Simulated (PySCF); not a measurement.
# [PH4]+ (SMILES [PH4+]) at 6 levels

Wanted: a comparison of 6 runs (KT3/LANL08, LC-wPBE/6-31+G**, MVS/jul-cc-pV(T+d)Z, SCS-MP2/6-31++G**, BCCD(T)/6-31G) of [PH4]+. 

Program for the calculation: PySCF 2.14.0.

4 further runs of the same task are left out: 4 set aside as unsound or not needed.

### 1 The system as given

[PH4]+ has 5 atoms, charge +1, and is taken as a singlet. SMILES: `[PH4+]`. Geometry: relaxed at GFN2-xTB.

Bond lengths: P1–H2 1.375 Å, P1–H3 1.375 Å, P1–H4 1.375 Å, P1–H5 1.375 Å. Angles: H2–P1–H3 109.5°, H2–P1–H4 109.5°, H2–P1–H5 109.5°, H3–P1–H4 109.5°, H3–P1–H5 109.5°, H4–P1–H5 109.5°.

### 2 A single-point energy at KT3/LANL08 (density fitting with def2-universal-jkfit, core potential) (run 1)

The input, input.py:

```python
# phosphonium
from pyscf import gto, dft

mol = gto.Mole()
mol.atom = '''
P       -0.000020       0.000000       0.000050
H        1.357460      -0.061330       0.210450
H       -0.617320      -1.016050       0.691010
H       -0.261860      -0.133750      -1.343340
H       -0.478250       1.211140       0.441830
'''
mol.verbose = 3
mol.charge = 1
mol.max_memory = 1860
mol.spin = 0
mol.basis = {'default': 'lanl08', 'H': '6-311g**'}
mol.ecp = {'P': 'lanl08'}
mol.build()

myscf = dft.RKS(mol, xc='kt3')
myscf = myscf.density_fit(auxbasis='def2-universal-jkfit')
myscf = myscf.smearing(sigma=0.005, method='fermi')
myscf.kernel()

etot = myscf.e_tot
print('Final energy', etot)
myscf.analyze()
```

Launch:

```sh
$ OMP_NUM_THREADS=1 python input.py
```

The log of the run:

```text
converged SCF energy = -8.62490912032292
Final energy -8.62490912032292
**** MO energy ****
MO #1   energy= -0.922358816301375 occ= 2
MO #2   energy= -0.665678346018935 occ= 2
MO #3   energy= -0.665662280318648 occ= 2
MO #4   energy= -0.66562697210996  occ= 2
MO #5   energy= -0.232800817714284 occ= 0
MO #6   energy= -0.231356534270217 occ= 0
MO #7   energy= -0.23130846235265  occ= 0
MO #8   energy= -0.231278961157549 occ= 0
MO #9   energy= -0.0459263967721178 occ= 0
MO #10  energy= -0.0459214713187962 occ= 0
MO #11  energy= -0.0459087981335988 occ= 0
MO #12  energy= 0.0192764952146816 occ= 0
MO #13  energy= 0.25081054521657   occ= 0
MO #14  energy= 0.250840517237713  occ= 0
MO #15  energy= 0.250856646866348  occ= 0
MO #16  energy= 0.303237861937969  occ= 0
MO #17  energy= 0.845318469561415  occ= 0
MO #18  energy= 0.845364091717834  occ= 0
MO #19  energy= 0.91627046839798   occ= 0
MO #20  energy= 0.916277411630295  occ= 0
MO #21  energy= 0.916298185761849  occ= 0
MO #22  energy= 1.04650501634539   occ= 0
MO #23  energy= 1.04653219681338   occ= 0
MO #24  energy= 1.04655817240181   occ= 0
MO #25  energy= 1.40005189881093   occ= 0
MO #26  energy= 1.40012127224828   occ= 0
MO #27  energy= 1.40018810258452   occ= 0
MO #28  energy= 1.44671333315955   occ= 0
MO #29  energy= 1.93503124607164   occ= 0
MO #30  energy= 1.93505811731199   occ= 0
MO #31  energy= 1.93509363780224   occ= 0
MO #32  energy= 2.23959147942283   occ= 0
MO #33  energy= 18.47276895079     occ= 0
MO #34  energy= 18.4728626192542   occ= 0
MO #35  energy= 18.4729309581951   occ= 0
MO #36  energy= 19.8768729778648   occ= 0
 ** Mulliken atomic charges  **
charge of    0P =      2.24152
charge of    1H =      0.02028
charge of    2H =     -0.37834
charge of    3H =     -0.46350
charge of    4H =     -0.41995

WARN: System has nonzero charge 1; the dipole moment is origin-dependent.
Location of origin: [0. 0. 0.]

Dipole moment(X, Y, Z, Debye): -0.00013, -0.00005,  0.00011
```

Wall time 2.9 s (1 thread of Arm Neoverse V1, shared host); peak memory 0.2 GiB.

### 3 Energy and one-electron properties at LC-wPBE/6-31+G(d,p) (density fitting with aug-cc-pvtz-jkfit, spherical functions) (run 2)

The input, calc.py:

```python
# phosphonium
import numpy
from pyscf import gto, scf, dft, lo

mol = gto.Mole()
mol.atom = '''
P     -0.000038     0.000000     0.000094
H      2.565228    -0.115897     0.397693
H     -1.166566    -1.920056     1.305820
H     -0.494844    -0.252751    -2.538545
H     -0.903762     2.288723     0.834938
'''
mol.spin = 0
mol.verbose = 4
mol.basis = '6-31+g**'
mol.charge = 1
mol.max_memory = 1860
mol.unit = 'bohr'
mol.symmetry = True
mol.build()

calc0 = dft.RKS(mol, xc='lc_wpbe')
calc0 = calc0.density_fit(auxbasis='aug-cc-pvtz-jkfit')
calc0.conv_tol = 1e-05
calc0.level_shift = 0.1
calc0.init_guess = 'sap'
calc0.kernel()

e_tot = calc0.e_tot
print('Final energy', e_tot)
calc0.analyze()
quad = calc0.quad_moment()
occ = calc0.mo_coeff[:, calc0.mo_occ > 0]
iaos = lo.vec_lowdin(lo.iao.iao(mol, occ), calc0.get_ovlp())
c = iaos.T @ calc0.get_ovlp() @ occ
pop_iao, q_iao = scf.hf.mulliken_pop(lo.iao.reference_mol(mol), (c * calc0.mo_occ[calc0.mo_occ > 0]) @ c.T, numpy.eye(c.shape[0]), verbose=0)
print('IAO charges', numpy.round(q_iao, 4))
```

Launch:

```sh
$ OMP_NUM_THREADS=1 python calc.py
```

The log of the run:

```text
PySCF version 2.14.0

[... 55 lines left out ...]
Check fails with value 1.0
[... 22 lines left out ...]
One-electron Energy =                 -516.958764399224719
[... 10 lines left out ...]
MO #6   energy= -1.12116790362412  occ= 2
[... 8 lines left out ...]
MO #15  energy= -0.0696710068269571 occ= 0
[... 8 lines left out ...]
MO #24  energy= 0.530216564085122  occ= 0
[... 8 lines left out ...]
MO #33  energy= 1.77833206475394   occ= 0
[... 8 lines left out ...]
MO #42  energy= 2.72297184766169   occ= 0
[... 51 lines left out ...]
WARN: System has nonzero charge 1; the dipole moment is origin-dependent.
Location of origin: [0. 0. 0.]

Dipole moment(X, Y, Z, Debye): -0.00013, -0.00004,  0.00015
Traceless quadrupole moment (Debye*A):

IAO charges [0.6404 0.0899 0.0899 0.0899 0.0899]
```

Wall time 2.6 s (1 thread of Arm Neoverse V1, shared host); peak memory 0.21 GiB.

Atomic charges (e):

```tsv
atom	Mulliken	IAO
P1	+0.464	+0.640
H2	+0.134	+0.090
H3	+0.134	+0.090
H4	+0.134	+0.090
H5	+0.134	+0.090
```

Runs 3 to 4 aren't shown in full; the table further down has their settings and results.

### 4 The energy at SCS-MP2/6-31++G(d,p) (spherical functions) (run 5)

The input, job.py:

```python
from pyscf import gto, scf, mp

molecule = gto.Mole()
molecule.atom = [
    ('P', (-0.000020, -0.000000, 0.000050)),
    ('H', (1.357460, -0.061330, 0.210450)),
    ('H', (-0.617320, -1.016050, 0.691010)),
    ('H', (-0.261860, -0.133750, -1.343340)),
    ('H', (-0.478250, 1.211140, 0.441830)),
]
molecule.spin = 0
molecule.charge = 1
molecule.symmetry = True
molecule.basis = '6-31++g**'
molecule.max_memory = 1860
molecule.verbose = 4
molecule.build()

hf = scf.RHF(molecule)
hf.diis_space = 16
hf.kernel()

pt = mp.MP2(hf, frozen=5).run()
etot = hf.e_tot + 1.2 * pt.e_corr_os + pt.e_corr_ss / 3
print('E(%s) = %.9f' % ('SCS-MP2', etot))
dip = hf.dip_moment()
pop, q = hf.mulliken_pop()
```

Launch:

```sh
$ OMP_NUM_THREADS=1 python job.py
```

The log of the run:

```text
PySCF version 2.14.0

[... 59 lines left out ...]
converged SCF energy = -342.770457265125
[... 10 lines left out ...]
WARN: System has nonzero charge 1; the dipole moment is origin-dependent.
[... 2 lines left out ...]
Dipole moment(X, Y, Z, Debye): -0.00016, -0.00005,  0.00020
[... 52 lines left out ...]
charge of    4H =      0.05071
```

Run time: 0.87 s. Hardware: 1 thread of Arm Neoverse V1, shared host; peak memory 0.12 GiB.

### 5 The energy at BCCD(T)/6-31G (run 6)

The input, run.py:

```python
from pyscf import gto, scf, cc
from pyscf.cc.bccd import bccd_kernel_

mol = gto.M(
    atom=[
    ('P', (-0.000020, -0.000000, 0.000050)),
    ('H', (1.357460, -0.061330, 0.210450)),
    ('H', (-0.617320, -1.016050, 0.691010)),
    ('H', (-0.261860, -0.133750, -1.343340)),
    ('H', (-0.478250, 1.211140, 0.441830)),
],
    charge=1,
    max_memory=1860,
    cart=True,
    basis='6-31g',
    verbose=4,
)

mf = scf.RHF(mol)
mf.kernel()

mycc = cc.CCSD(mf, frozen=5).run()
mycc = bccd_kernel_(mycc, diis=True)
e_t = mycc.ccsd_t()
e_final = mycc.e_tot + e_t
print('E = %.10f Eh' % e_final)
```

Launch:

```sh
$ OMP_NUM_THREADS=1 python run.py
```

The log of the run:

```text
PySCF version 2.14.0

[... 54 lines left out ...]
converged SCF energy = -342.695916000819
[... 12 lines left out ...]
Init t2, MP2 energy = -342.761880693348  E_corr(MP2) -0.0659646925288488
[... 8 lines left out ...]
CCSD converged
[... 23 lines left out ...]
CCSD converged
[... 20 lines left out ...]
CCSD converged
[... 19 lines left out ...]
CCSD converged
[... 3 lines left out ...]
E = -342.7858281024 Eh
```

Wall time 0.91 s (1 thread of Arm Neoverse V1, shared host); peak memory 0.12 GiB.

### 6 All runs side by side

```tsv
run	level	task	light atom basis	energy (Eh)	HOMO energy (eV)	LUMO energy (eV)	HOMO–LUMO gap (eV)	wall time
1	KT3/LANL08 (density fitting with def2-universal-jkfit, core potential)	energy	6-311g**	-8.624909	-18.11	-6.33	11.78	2.9 s
2	LC-wPBE/6-31+G** (density fitting with aug-cc-pvtz-jkfit, spherical functions)	properties	–	-343.326813	-22.31	-3.64	18.67	2.6 s
3	LC-wPBE/6-31+G** (spherical functions)	properties	–	-343.326797	-22.31	-3.64	18.67	3.3 s
4	MVS/jul-cc-pV(T+d)Z (sfX2C, density fitting with def2-universal-jkfit, C-PCM acetone)	gradient	–	-344.250156	-12.53	-0.31	12.22	39 s
5	SCS-MP2/6-31++G** (spherical functions)	energy	–	-342.904094	-22.95	-3.35	19.60	0.87 s
6	BCCD(T)/6-31G	energy	–	-342.785828	–	–	–	0.91 s
```

### 7 What came out

```
                                          quantity          value
                               run 6: total energy  -342.78583 Eh
run 6: correlation energy (5 core orbitals frozen)      -89.9 mEh
                             run 6: (T) correction      -0.74 mEh
```

In words: Over runs 1, 2, 3, 4 the HOMO–LUMO gap runs from 11.78 eV (KT3/LANL08) to 18.67 eV (LC-wPBE/6-31+G**). The two ends differ in method and basis and core potential. Totals of different functionals can't be ranked against each other. Some runs of one species differ in core potentials or relativity; totals across that change don't compare. All runs together took 49 s, the longest 39 s.
